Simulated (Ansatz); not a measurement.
Worked example: HB–CH₂, triplet against HB–CH$_{2}$, singlet

Geometry (PBE0/def2-TZVP stationary point of a singlet), kept for both states (HB–CH2, singlet: A1; HB–CH2, triplet: A2):

| atom | x (Å) | y (Å) | z (Å) |
| --- | --- | --- | --- |
| B | 0.0000 | 0.0000 | 0.7455 |
| C | 0.0000 | 0.0000 | -0.6287 |
| H | 0.0000 | 0.0000 | 1.9208 |
| H | 0.0000 | 0.9159 | -1.2126 |
| H | 0.0000 | -0.9159 | -1.2126 |

Basis cc-pVTZ; Ansatz 0.2.0. Correlated methods freeze the noble-gas cores. Prefix R: restricted or restricted open-shell reference; prefix U: unrestricted.

Full CI isn't at hand for all of this; UCCSDT(Q) serves as the reference, and is uncertain by about the last step of the cluster series.

```json
{"level": "UHF", "E(HB–CH2, singlet) (hartree)": "-64.246646", "E(HB–CH2, triplet) (hartree)": "-64.175330"}
{"level": "UMP2", "E(HB–CH2, singlet) (hartree)": "-64.505963", "E(HB–CH2, triplet) (hartree)": "-64.397814"}
{"level": "UCCSD(T)", "E(HB–CH2, singlet) (hartree)": "-64.541856", "E(HB–CH2, triplet) (hartree)": "-64.435578"}
{"level": "PBE", "E(HB–CH2, singlet) (hartree)": "-64.599784", "E(HB–CH2, triplet) (hartree)": "-64.498674"}
{"level": "r2SCAN", "E(HB–CH2, singlet) (hartree)": "-64.657327", "E(HB–CH2, triplet) (hartree)": "-64.563821"}
{"level": "UCCSDT(Q)", "E(HB–CH2, singlet) (hartree)": "-64.543121", "E(HB–CH2, triplet) (hartree)": "-64.436697"}
```

**Question.** Give the vertical gap, HB–CH2 triplet less HB–CH2 singlet, at each level in eV (1 hartree = 27.2114 eV), and each error against UCCSDT(Q).

**Answer.** UCCSDT(Q): (-64.436697 − (-64.543121)) × 27.2114 = 2.896 eV (the reference)
r2SCAN: (-64.563821 − (-64.657327)) × 27.2114 = 2.544 eV, error -0.352 eV
PBE: (-64.498674 − (-64.599784)) × 27.2114 = 2.751 eV, error -0.145 eV
UCCSD(T): (-64.435578 − (-64.541856)) × 27.2114 = 2.892 eV, error -0.004 eV
UMP2: (-64.397814 − (-64.505963)) × 27.2114 = 2.943 eV, error 0.047 eV
UHF: (-64.175330 − (-64.246646)) × 27.2114 = 1.941 eV, error -0.955 eV

Total energies of functionals can't be set beside those of wave-function methods, since they hold the core's correlation and their own absolute errors; only the differences compare.

Each level lands on the state that its own search finds. T1 diagnostics of restricted CCSD: 0.014 and 0.016.
